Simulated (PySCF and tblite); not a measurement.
The numbers below are computed, except where a source is named.
Ethane, 1,1,2-trifluoro, C2H3F3, numbered as in [F:1][CH2:2][CH:3]([F:4])[F:5].

Geometries GFN2-xTB; weights from TPSS-D3(BJ)/def2-TZVP (IEF-PCM, tetrahydrofuran) energies and GFN2-xTB thermal corrections, with symmetry numbers and mirror pairs. Conformers within 4 kcal/mol (GFN2-xTB free energy) were kept, 10 at most. GIAO shieldings: WP04/pcSseg-1 (IEF-PCM, tetrahydrofuran). Shifts are against TMS (¹H), TMS (¹³C) at the same level. Programs: PySCF with density fitting and tblite.

Torsions listed: F1–C2–C3–F4. Of a mirror pair one member is shown.

```json
{"conformer": "1", "shape": "-59°", "symmetry": "Cs", "E(GFN2) kcal/mol": "3.31", "E(DFT) kcal/mol": "0.00"}
{"conformer": "2", "shape": "94°", "symmetry": "C1 (pair)", "E(GFN2) kcal/mol": "0.00", "E(DFT) kcal/mol": "0.74"}
```

**Question.** How much do the weights at 298.15 K and the averaged shift of H3 depend on how the conformers are weighted?

**Answer.** 
```json
{"weighting": "DFT energy with thermal terms, symmetry and mirror images (full scheme)", "1 (%)": "63", "2 (%)": "37", "δ (ppm)": "6.41", "rms dipole (D)": "2.86"}
{"weighting": "DFT energy with symmetry and mirror images", "1 (%)": "64", "2 (%)": "36", "δ (ppm)": "6.41", "rms dipole (D)": "2.86"}
{"weighting": "bare DFT energy", "1 (%)": "78", "2 (%)": "22", "δ (ppm)": "6.37", "rms dipole (D)": "3.12"}
{"weighting": "GFN2-xTB energy with symmetry and mirror images", "1 (%)": "0", "2 (%)": "100", "δ (ppm)": "6.60", "rms dipole (D)": "1.17"}
{"weighting": "GFN2-xTB free energy", "1 (%)": "0", "2 (%)": "100", "δ (ppm)": "6.60", "rms dipole (D)": "1.17"}
{"weighting": "leading conformer alone", "1 (%)": "100", "2 (%)": "0", "δ (ppm)": "6.30", "rms dipole (D)": "3.48"}
{"weighting": "equal weights", "1 (%)": "50", "2 (%)": "50", "δ (ppm)": "6.45", "rms dipole (D)": "2.60"}
```

The largest departure from the full scheme, 0.19 ppm, comes with: GFN2-xTB energy with symmetry and mirror images.
